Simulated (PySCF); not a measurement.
# Ionisation energy of B by level of theory

B [He] 2s2 2p1 (2P) → B⁺ [He] 2s2 (1S), as a difference of total energies. Calculation: PySCF 2.14, in aug-cc-pwCVTZ; no relativity, point nucleus. Correlated levels: valence: 1s2 frozen. The calculations carry no spin-orbit coupling.

```tsv
method	ionisation energy (eV)	error (eV)
UHF	8.037	-0.260
MP2 (valence)	8.267	-0.030
SCS-MP2 (valence)	8.233	-0.064
CCSD (valence)	8.177	-0.120
CCSD(T) (valence)	8.215	-0.082
CCSDT (valence)	8.227	-0.070
```

Reference: 8.297 eV (measured; NIST levels, between the centres of gravity of the two terms).

Errors of the correlated levels include the incompleteness of this basis and the frozen core.
